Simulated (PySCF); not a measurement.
Record of a relaxation.

N2O.
Bonds: N1–N2 (triple), N2–O3.
Bond orders are those of one Lewis drawing.

Computed by this run: PBE0-D3(BJ)/def2-SVP geometry optimisation, gas phase in PySCF; density fitting, grid level 1; the optimiser is geomeTRIC in internal coordinates, started from a GFN2-xTB structure. The frame can shift and turn from step to step; on so coarse a grid that alone can change the energy by a few meV, and forces under 0.02 eV/Å are noise.

Step 0: E = -5015.7459 eV, largest atomic force 3.080 eV/Å
```
atom  x, y, z in Å  |  force x, y, z in eV/Å
N1     -1.117    0.103   -0.006   -3.080   0.000  -0.004
N2     -0.011    0.103   -0.004    0.666   0.000   0.001
O3      1.139    0.103   -0.003    2.414   0.000   0.004
```

Step 1: E = -5015.8027 eV, largest atomic force 0.174 eV/Å
```
atom  x, y, z in Å  |  force x, y, z in eV/Å
N1     -0.945    0.308    0.030    0.170   0.000   0.000
N2      0.183    0.308    0.032    0.003   0.000   0.000
O3      1.357    0.308    0.034   -0.174   0.000   0.000
```

Step 2: E = -5015.8029 eV, largest atomic force 0.045 eV/Å
```
atom  x, y, z in Å  |  force x, y, z in eV/Å
N1     -0.943    0.308    0.030    0.025   0.000   0.000
N2      0.183    0.308    0.032    0.021   0.000   0.000
O3      1.356    0.308    0.034   -0.045   0.000   0.000
```

Step 3: E = -5015.8029 eV, largest atomic force under 0.02 eV/Å
```
atom  x, y, z in Å  |  force x, y, z in eV/Å
N1     -0.943    0.308    0.030   -0.004   0.000   0.000
N2      0.183    0.308    0.032    0.007   0.000   0.000
O3      1.356    0.308    0.034   -0.003   0.000   0.000
```

**Question.** Summarise the path.

**Answer.** The energy falls by 1.31 kcal/mol from step 0 to step 3; nine tenths of that is first reached at step 1. It falls at every step. The largest force goes from 3.080 to under 0.02 eV/Å. Among the bonds N2–O3 changes most, from 1.150 to 1.173 Å; the atoms move by 0.017 Å rms after alignment.

**Question.** Follow the energy, the force and the coordinates that change most from start to end.

**Answer.** 
| step | E above end (kcal/mol) | largest force (eV/Å) | N2–O3 (Å) | N1≡N2 (Å) |
| --- | --- | --- | --- | --- |
| 0 | 1.31 | 3.080 | 1.150 | 1.106 |
| 1 | 0.01 | 0.174 | 1.175 | 1.127 |
| 2 | 0.00 | 0.045 | 1.173 | 1.126 |
| 3 | 0.00 | under 0.02 | 1.173 | 1.126 |

The cost below is that of the whole optimisation. On an Arm Neoverse V1 with one thread, shared host, this took 1.5 s and 0.25 GiB of memory at its peak.
